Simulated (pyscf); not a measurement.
PySCF, gas phase, ωB97X-D3(BJ)/def2-SVP geometries.

Q: H₂Se + Cl–Ge(Cl)(Cl)–Cl -> Cl–Ge(Cl)(Cl)–SeH + hydrogen chloride (HCl)
Surface: singlet. Broken: H–Se, Cl–Ge. Formed: Ge–Se, Cl–H. Give ΔE‡ and ΔE from B3LYP-D3(BJ)/def2-TZVP, relative to the separated reactants.

A: ΔE‡ = 1.23 eV, ΔE = +0.04 eV. ωB97M-D3(BJ)/def2-TZVP gives 1.48 eV and +0.09 eV. Zero-point energy shifts the barrier by 0.00 eV. It is a four-centre exchange, with an imaginary mode of 718i cm⁻¹. This is the saddle that the search found; another between the same sides may lie lower. Elements up to Kr have no core potential and no relativistic terms here.
